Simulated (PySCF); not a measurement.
## Be: ionisation energy

Be [He] 2s2 (1S) → Be⁺ [He] 2s1 (2S), as a difference of total energies. All numbers are calculated (PySCF 2.14, the non-relativistic Hamiltonian (point nucleus), in aug-cc-pCVTZ (7s6p4d2f, 59 functions)). Correlated levels: valence: 1s2 frozen; valence and next inner shell: nothing frozen. The calculations carry no spin-orbit coupling.

```
                                method  ionisation energy (eV)
                                   UHF                   8.043
                                   LDA                   9.026
                                   PBE                   9.000
                                  PBE0                   8.974
                                r2SCAN                   8.792
                                  MN15                   8.956
                                 HSE06                   8.969
                               wB97M-V                   9.027
                         MP2 (valence)                   8.825
                     SCS-MP2 (valence)                   8.982
SCS-MP2 (valence and next inner shell)                   9.007
```

Problem. Estimate what wB97X gives.

Solution. 8.873 eV, closest to MP2 (valence) among the rows shown.

Problem. Estimate what MP2 (valence and next inner shell) gives.

Solution. 8.855 eV, closest to MP2 (valence) among the rows shown.

Errors of the correlated levels include the incompleteness of this basis and the frozen core.

MP2 underrates the near-degeneracy of ns² with np² in the lower species.

For comparison: 9.323 eV (measured; NIST Atomic Spectra Database, ionization energies).
